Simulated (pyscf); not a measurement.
H₃Si–P=PH -> P≡P + SiH₄, an elimination (singlet surface; P–Si, H–P broken, H–Si formed). Structures and frequencies: ωB97X-D3(BJ)/def2-SVP in PySCF. MP2 and CC: frozen core, UHF for open shells. ΔMP2 is the change of the MP2 total energy from the triple- to the quadruple-zeta basis. Energies in eV from the reactant's lowest minimum found.

AM1 to PM7: differences of heats of formation from MOPAC. 

Question: In single points PM7 puts the saddle at 4.50 eV and the reaction energy at -1.81 eV. Should these be trusted to within a few kcal/mol? Compare with CCSD(T)/def2-TZVPP + ΔMP2(QZVPP).

Answer: CCSD(T)/def2-TZVPP + ΔMP2(QZVPP) gives ΔE‡ = 2.14 eV and ΔE = +0.26 eV. PM7 lies 2.36 eV over it in the barrier and 2.06 eV under it in the reaction energy, so on this step it does not hold to within 0.13 eV. CCSD(T)/def2-TZVPP + ΔMP2(QZVPP) has limits of its own. H₃Si–P=PH lies 0.63 eV over its isomer cyclic H₄P₂Si (SMILES [SiH2]1PP1), and others may lie lower still (electronic energy, ωB97M-D3(BJ)). One saddle was located; it need not be the lowest between these sides. The CCSD(T) − MP2 part came from Ansatz, without density fitting, on the same reference.
